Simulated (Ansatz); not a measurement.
# Si₂NH₅: single points off equilibrium

One table from this session's results is given with a row withheld; the runs are named, their logs left out.

Program: Ansatz 0.2.0, Gaussian basis. Level of theory: single points in def2-TZVPP. These are calculated values, not measurements.

Cores are frozen in the correlated methods.

## The starting structure

SMILES `[SiH2]=N[SiH3]`, 8 atoms, charge 0, spin multiplicity 1.

Atoms are counted from 1 here; the program's logs count them from 0.

Bond lengths: Si1–N2 1.589 Å, Si1–H4 1.444 Å, Si1–H5 1.269 Å, N2–Si3 1.838 Å, Si3–H6 1.629 Å, Si3–H7 1.247 Å, Si3–H8 1.716 Å. Angles: N2–Si1–H4 124.7°, N2–Si1–H5 110.9°, H4–Si1–H5 124.3°, Si1–N2–Si3 158.7°, N2–Si3–H6 111.7°, N2–Si3–H7 111.8°, N2–Si3–H8 103.8°, H6–Si3–H7 115.6°, H6–Si3–H8 104.2°, H7–Si3–H8 108.8°.

Geometry (Å):

```mol
H5NSi2
  3D, bonds by distance, orders not assigned

  8  7  0  0  0  0  0  0  0  0999 V2000
   -1.1443    1.2861   -0.8543 Si  0  0
    0.0678    0.4125   -0.3125 N   0  0
    0.9630   -0.8323    0.7011 Si  0  0
   -2.5390    0.9776   -0.6421 H   0  0
   -0.7246    2.2495   -1.5656 H   0  0
    0.6279   -0.6702    2.2865 H   0  0
    2.1747   -0.8812    0.4091 H   0  0
    0.2276   -2.3195    0.2647 H   0  0
  1  2  8  0
  1  4  8  0
  1  5  8  0
  2  3  8  0
  3  6  8  0
  3  7  8  0
  3  8  8  0
M  END
```

Set-up of the first run:

The input, run/in.yaml:

```yaml
crystal:
  periodic: [false, false, false]
  atoms:
    - {symbol: Si, position_ang: [-1.144300, 1.286100, -0.854300]}
    - {symbol: N, position_ang: [0.067800, 0.412500, -0.312500]}
    - {symbol: Si, position_ang: [0.963000, -0.832300, 0.701100]}
    - {symbol: H, position_ang: [-2.539000, 0.977600, -0.642100]}
    - {symbol: H, position_ang: [-0.724600, 2.249500, -1.565600]}
    - {symbol: H, position_ang: [0.627900, -0.670200, 2.286500]}
    - {symbol: H, position_ang: [2.174700, -0.881200, 0.409100]}
    - {symbol: H, position_ang: [0.227600, -2.319500, 0.264700]}
basis:
  gaussian: {orbitals: def2-TZVPP}
correlation: {method: ccsd_t}
output: {forces: true}
```

The command line of these runs was not kept.

Among the steps run: CCSD(T)/def2-TZVPP; PBE0-D4/def2-TZVPP; wB97M-V/def2-TZVPP; r2SCAN-D4/def2-TZVPP; PBE-D4/def2-TZVPP; r2SCANh-D4/def2-TZVPP; BHLYP-D4/def2-TZVPP.

One of the session's tables, all rows but one given; the rest of the session is left out.

```
    method  RMS force component (eV/Å)  angle to CCSD(T) forces (°)  dipole (D)
   CCSD(T)                       3.290                    reference        2.33
   PBE0-D4                           ?                            ?           ?
   wB97M-V                       3.270                          2.9        2.63
 r2SCAN-D4                       3.297                          1.7        2.37
    PBE-D4                       3.265                          2.6        2.22
r2SCANh-D4                       3.311                          2.4        2.45
  BHLYP-D4                       3.309                          5.3        2.71
```

**Question.** Estimate the row for PBE0-D4.

**Answer.** RMS force component (eV/Å): 3.320; angle to CCSD(T) forces (°): 2.8; dipole (D): 2.47. In the column «RMS force component (eV/Å)» it is the highest.
